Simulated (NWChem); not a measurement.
# One shape, several levels: PHF2 (difluorophosphine)

Aim: a comparison of 5 runs (HF/STO-3G, HF/def2-SVP, B3LYP/6-31G*, SVWN5/6-311G**, MP2/def2-SVPD) of PHF2 (difluorophosphine). 

Program for the calculation: NWChem 7.3.0.

## Step 1: The molecule

PHF2 has 4 atoms, charge 0, and is taken as a singlet. As SMILES, `FPF`. The coordinates come from a GFN2-xTB relaxation.

Bond lengths: F1–P2 1.617 Å, P2–F3 1.617 Å, P2–H4 1.418 Å. Angles: F1–P2–F3 94.7°, F1–P2–H4 92.6°, F3–P2–H4 92.6°.

## Step 2: Energy and forces at HF/STO-3G (run 1)

Input file geom.nw:

```
start geom
title "F2HP"
memory 2200 mb

geometry units angstroms noautosym nocenter noautoz
   F     1.200700    0.603880   -0.244050
   P    -0.020800   -0.433020   -0.460000
   F    -1.177160    0.665480   -0.195640
   H    -0.002740   -0.836340    0.899690
end

basis spherical bse
   * library STO-3G
end

scf
   thresh 1e-08
   maxiter 80
end

task scf gradient
```

Started as:

```
$ nwchem geom.nw > geom.out
```

What it wrote:

```text
[...]
  functions       =    20
[...]
  wavefunction    = RHF
[...]
         Total SCF energy =   -533.548748557248
      One-electron energy =   -978.621457165975
      Two-electron energy =    328.752406674624
 Nuclear repulsion energy =    116.320301934103
        Time for solution =      0.2s
[...]
                         RHF ENERGY GRADIENTS
    atom               coordinates                        gradient
                 x          y          z           x          y          z
   1 F       2.268994   1.141168  -0.461188   -0.012812  -0.010303   0.004811
   2 P      -0.039306  -0.818289  -0.869274   -0.000147   0.013967  -0.021072
   3 F      -2.224510   1.257575  -0.369706    0.012439  -0.010918   0.004209
   4 H      -0.005178  -1.580453   1.700168    0.000519   0.007254   0.012052
[...]
```

It took 0.78 s on 1 thread of AMD EPYC 9R45 (Zen 5), shared host; peak memory 0.099 GiB.

## Step 3: Energy and gradient at HF/def2-SVP (run 2)

Input file f2hp.nw:

```
START f2hp
TITLE "F2HP gradient"
memory total 2200 mb
charge 0

GEOMETRY units atomic noautosym nocenter noautoz
  F      2.26899416     1.14116781    -0.46118766
  P     -0.03930630    -0.81828921    -0.86927402
  F     -2.22451000     1.25757494    -0.36970602
  H     -0.00517785    -1.58045355     1.70016770
END

BASIS spherical bse
  * library def2-SVP
END

SCF
  thresh 1e-08
  maxiter 80
END

TASK scf gradient
```

Started as:

```
$ nwchem f2hp.nw > f2hp.out
```

What it wrote:

```text
[...]
  functions       =    51
[...]
  wavefunction    = RHF
[...]
         Total SCF energy =   -539.955835599935
      One-electron energy =   -981.864442553908
      Two-electron energy =    325.588313410880
 Nuclear repulsion energy =    116.320293543093
        Time for solution =      1.3s
[...]
                         RHF ENERGY GRADIENTS
    atom               coordinates                        gradient
                 x          y          z           x          y          z
   1 F       2.268994   1.141168  -0.461188    0.006450   0.013934   0.010002
   2 P      -0.039306  -0.818289  -0.869274   -0.001547  -0.037391  -0.025838
   3 F      -2.224510   1.257575  -0.369706   -0.005320   0.014278   0.010174
   4 H      -0.005178  -1.580454   1.700168    0.000418   0.009178   0.005662
[...]
```

Run time: 2.1 s. Hardware: 1 thread of AMD EPYC 9R45 (Zen 5), shared host; peak memory 0.1 GiB.

Runs 3 to 4 aren't shown in full; the table further down has their settings and results.

## Step 4: Energy and forces at MP2/def2-SVPD (run 5)

Input file job.nw:

```
start job
title "F2HP gradient"
memory 2200 mb

geometry units bohr noautosym nocenter noautoz
F    2.26899416   1.14116781  -0.46118766
P   -0.03930630  -0.81828921  -0.86927402
F   -2.22451000   1.25757494  -0.36970602
H   -0.00517785  -1.58045355   1.70016770
end

basis "ao basis" spherical bse
* library def2-SVPD
end

scf
singlet
rhf
thresh 1e-08
maxiter 80
end

mp2
freeze core 7
tight
end

task mp2 gradient
```

Started as:

```
$ nwchem job.nw > job.out
```

What it wrote:

```text
[...]
  functions       =    78
[...]
  wavefunction    = RHF
[...]
         Total SCF energy =   -539.978633575375
      One-electron energy =   -981.544396927394
      Two-electron energy =    325.245469808926
 Nuclear repulsion energy =    116.320293543093
        Time for solution =      3.5s
[...]
          Total MP2 energy          -540.493342093939
[...]
                         mp2 ENERGY GRADIENTS
    atom               coordinates                        gradient
                 x          y          z           x          y          z
   1 F       2.268994   1.141168  -0.461188   -0.017619  -0.005707   0.004113
   2 P      -0.039306  -0.818289  -0.869274   -0.000084   0.004250  -0.007388
   3 F      -2.224510   1.257575  -0.369706    0.017441  -0.006581   0.003338
   4 H      -0.005178  -1.580454   1.700168    0.000262   0.008038  -0.000063
[...]
```

It took 9.6 s on 1 thread of AMD EPYC 9R45 (Zen 5), shared host; peak memory 0.2 GiB.

## Step 5: All runs side by side

| run | level | Cartesian functions | iteration cap | energy (Eh) | dipole moment (D) | HOMO energy (eV) | LUMO energy (eV) | wall time |
| --- | --- | --- | --- | --- | --- | --- | --- | --- |
| 1 | HF/STO-3G | no | 80 | -533.548749 | 1.34 | -8.29 | 11.01 | 0.78 s |
| 2 | HF/def2-SVP | no | 80 | -539.955836 | 2.35 | -11.67 | 3.41 | 2.1 s |
| 3 | B3LYP/6-31G* (Cartesian functions) | yes | 100 | -541.658548 | – | – | – | 4.8 s |
| 4 | SVWN5/6-311G** | no | 100 | -539.210161 | 1.87 | -6.95 | -2.04 | 4.2 s |
| 5 | MP2/def2-SVPD | no | 80 | -540.493342 | 1.79 | -11.74 | 2.44 | 9.6 s |

## Step 6: What came out

| quantity | value |
| --- | --- |
| run 5: total energy | -540.49334 Eh |
| run 5: dipole moment (of the density that the program reports) | 1.79 D |
| run 5: HOMO energy (Hartree–Fock orbitals) | -11.74 eV |
| run 5: LUMO energy (Hartree–Fock orbitals) | 2.44 eV |
| run 5: HOMO–LUMO gap (Hartree–Fock orbitals) | 14.18 eV |
| run 5: correlation energy (7 core orbitals frozen) | -514.7 mEh |
| run 5: largest force on an atom | 0.976 eV/Å |

What this shows: Over runs 1, 2, 4, 5 the dipole moment (its size) runs from 1.34 D (HF/STO-3G) to 2.35 D (HF/def2-SVP). Over runs 1, 2, 4 the HOMO–LUMO gap runs from 4.91 eV (SVWN5/6-311G**) to 19.30 eV (HF/STO-3G). The two ends differ in method and basis. Totals of different functionals can't be ranked against each other. In run 1 the basis is minimal, so the values are rough. All runs together took 22 s, the longest 9.6 s.
